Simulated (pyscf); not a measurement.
Thermochemistry of product channels of H₂P–GeH₃ on the singlet surface, in eV, from ωB97M-D3(BJ)/def2-TZVP energies (ideal gas, 1 atm, RRHO with modes under 100 cm⁻¹ raised to 100, one conformer, R ln 2 for rigid chiral ones). PySCF, gas phase, ωB97X-D3(BJ)/def2-SVP geometries.

| products | ΔE | ΔH(298 K) | ΔG(298 K) | ΔG(900 K) |
|---|---|---|---|---|
| H₂P–GeH: [singlet] + H₂ | +1.51 | +1.39 | +1.00 | +0.19 |
| PH₃ + GeH₂ [singlet] | +1.84 | +1.74 | +1.31 | +0.48 |

The channel to H₂P–GeH: [singlet] + H₂ turns favourable between 298 and 1200 K (ΔG from +1.00 eV to -0.22 eV).

These are energies of the channels, which say nothing of barriers. Elements up to Kr have no core potential and no relativistic terms here.
